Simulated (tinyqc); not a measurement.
Worked calculation: CCD on RHF in the sto-3g basis, frozen core, for LiH, spin multiplicity 1. One step of it, computed by the program tinyqc.

Task: Integrals over molecular orbitals. (pq|rs) = sum C_ip C_jq C_kr C_ls (ij|kl), one index at a time.

coefficients C:
```
,MO1,MO2,MO3,MO4,MO5,MO6
1Li 1s,0.991073,-0.176217,-0.208354,0.000000,0.000000,0.075083
1Li 2s,0.031805,0.444137,0.801951,0.000000,0.000000,-0.751991
1Li 2px,0.000000,0.000000,0.000000,0.019365,0.999812,0.000000
1Li 2py,0.000000,0.000000,0.000000,0.999812,-0.019365,0.000000
1Li 2pz,-0.007400,0.350241,-0.612767,0.000000,0.000000,-1.016687
2H 1s,0.007651,0.543230,-0.132717,0.000000,0.000000,1.248175
```

core Hamiltonian H = T + V (hartree):
```
,1Li 1s,1Li 2s,1Li 2px,1Li 2py,1Li 2pz,2H 1s
1Li 1s,-4.763647,-1.070785,0.000000,0.000000,-0.018798,-0.392426
1Li 2s,-1.070785,-1.409221,0.000000,0.000000,-0.128483,-0.770432
1Li 2px,0.000000,0.000000,-1.147300,0.000000,0.000000,0.000000
1Li 2py,0.000000,0.000000,0.000000,-1.147300,0.000000,0.000000
1Li 2pz,-0.018798,-0.128483,0.000000,0.000000,-1.250520,-0.897085
2H 1s,-0.392426,-0.770432,0.000000,0.000000,-0.897085,-1.534507
```

Two-electron integrals (ij|kl) in chemists' order, unique and non-zero (hartree):
```
i,j,k,l,(ij|kl)
1,1,1,1,1.680395
2,1,1,1,0.265420
2,1,2,1,0.049941
2,2,1,1,0.397727
2,2,2,1,0.092860
2,2,2,2,0.290562
3,1,3,1,0.008981
3,2,3,1,0.013788
3,2,3,2,0.064184
3,3,1,1,0.396640
3,3,2,1,0.092880
3,3,2,2,0.290497
3,3,3,3,0.312946
4,1,4,1,0.008981
4,2,4,1,0.013788
4,2,4,2,0.064184
4,3,4,3,0.016869
4,4,1,1,0.396640
4,4,2,1,0.092880
4,4,2,2,0.290497
4,4,3,3,0.279207
4,4,4,4,0.312946
5,1,5,1,0.008981
5,2,5,1,0.013788
5,2,5,2,0.064184
5,3,5,3,0.016869
5,4,5,4,0.016869
5,5,1,1,0.396640
5,5,2,1,0.092880
5,5,2,2,0.290497
5,5,3,3,0.279207
5,5,4,4,0.279207
5,5,5,5,0.312946
6,1,1,1,0.092378
6,1,2,1,0.017449
6,1,2,2,0.032899
6,1,3,3,0.032511
6,1,4,4,0.032511
6,1,5,1,0.002062
6,1,5,2,0.003931
6,1,5,5,0.033692
6,1,6,1,0.006663
6,2,1,1,0.170409
6,2,2,1,0.040036
6,2,2,2,0.127271
6,2,3,3,0.121343
6,2,4,4,0.121343
6,2,5,1,0.006567
6,2,5,2,0.035919
6,2,5,5,0.138993
6,2,6,1,0.016564
6,2,6,2,0.086000
6,3,3,1,0.003654
6,3,3,2,0.015762
6,3,5,3,0.005908
6,3,6,3,0.007110
6,4,4,1,0.003654
6,4,4,2,0.015762
6,4,5,4,0.005908
6,4,6,4,0.007110
6,5,1,1,0.198382
6,5,2,1,0.047199
6,5,2,2,0.156124
6,5,3,3,0.145911
6,5,4,4,0.145911
6,5,5,1,0.010278
6,5,5,2,0.054914
6,5,5,5,0.176350
6,5,6,1,0.020536
6,5,6,2,0.116712
6,5,6,5,0.161676
6,6,1,1,0.355336
6,6,2,1,0.085077
6,6,2,2,0.292328
6,6,3,3,0.267584
6,6,4,4,0.267584
6,6,5,1,0.017324
6,6,5,2,0.109051
6,6,5,5,0.341294
6,6,6,1,0.037297
6,6,6,2,0.240982
6,6,6,5,0.341497
6,6,6,6,0.774606
```

Give: one-electron integrals over orbitals h = C^T H C; Two-electron integrals over orbitals.

Result:

one-electron integrals over orbitals h = C^T H C (hartree):
```
,1,2,3,4,5,6
1,-4.7540,0.1105,0.1684,0.0000,0.0000,-0.0235
2,0.1105,-1.5402,0.0361,0.0000,0.0000,-0.0899
3,0.1684,0.0361,-1.1340,0.0000,0.0000,0.0327
4,0.0000,0.0000,0.0000,-1.1473,0.0000,0.0000
5,0.0000,0.0000,0.0000,0.0000,-1.1473,0.0000
6,-0.0235,-0.0899,0.0327,0.0000,0.0000,-0.9302
```

Two-electron integrals over orbitals (pq|rs), unique and non-zero (hartree); the lowest 1 orbital is frozen and left out:
```
p,q,r,s,(pq|rs)
2,2,2,2,0.4957
3,2,2,2,-0.0466
3,2,3,2,0.0120
3,3,2,2,0.2273
3,3,3,2,0.0059
3,3,3,3,0.3390
4,2,4,2,0.0241
4,3,4,2,0.0192
4,3,4,3,0.0413
4,4,2,2,0.2761
4,4,3,2,0.0045
4,4,3,3,0.2823
4,4,4,4,0.3129
5,2,5,2,0.0241
5,3,5,2,0.0192
5,3,5,3,0.0413
5,4,5,4,0.0169
5,5,2,2,0.2761
5,5,3,2,0.0045
5,5,3,3,0.2823
5,5,4,4,0.2792
5,5,5,5,0.3129
6,2,2,2,0.1334
6,2,3,2,-0.0333
6,2,3,3,-0.0088
6,2,4,4,-0.0098
6,2,5,5,-0.0098
6,2,6,2,0.1228
6,3,2,2,-0.0509
6,3,3,2,0.0083
6,3,3,3,0.0361
6,3,4,4,0.0013
6,3,5,5,0.0013
6,3,6,2,-0.0309
6,3,6,3,0.0263
6,4,4,2,-0.0195
6,4,4,3,-0.0139
6,4,6,4,0.0194
6,5,5,2,-0.0195
6,5,5,3,-0.0139
6,5,6,5,0.0194
6,6,2,2,0.4579
6,6,3,2,-0.0419
6,6,3,3,0.2421
6,6,4,4,0.2695
6,6,5,5,0.2695
6,6,6,2,0.1417
6,6,6,3,-0.0434
6,6,6,6,0.4567
```
